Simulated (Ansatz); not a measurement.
AlCl3. Total charge 0; spin multiplicity 1.

Question: List the harmonic frequencies (cm⁻¹, unscaled) at PBE0-D4/def2-TZVP in Ansatz. (Best estimate.)

Answer: Ansatz gave: 144, 144, 203, 386, 626, 626.

Question: Is this a minimum?

Answer: Yes, all 6 modes are real.

Question: Give the ideal-gas thermochemistry at 298.15 K and 1 bar (rigid rotor, harmonic oscillator; point group D3h, symmetry number 6).

Answer: Zero-point energy 12.7 kJ/mol; H(298) − E = 29.2 kJ/mol; entropy 313.6 J/(mol·K), of which translation 169.9, rotation 104.2, vibration 39.5; G(298) − E = -64.3 kJ/mol.
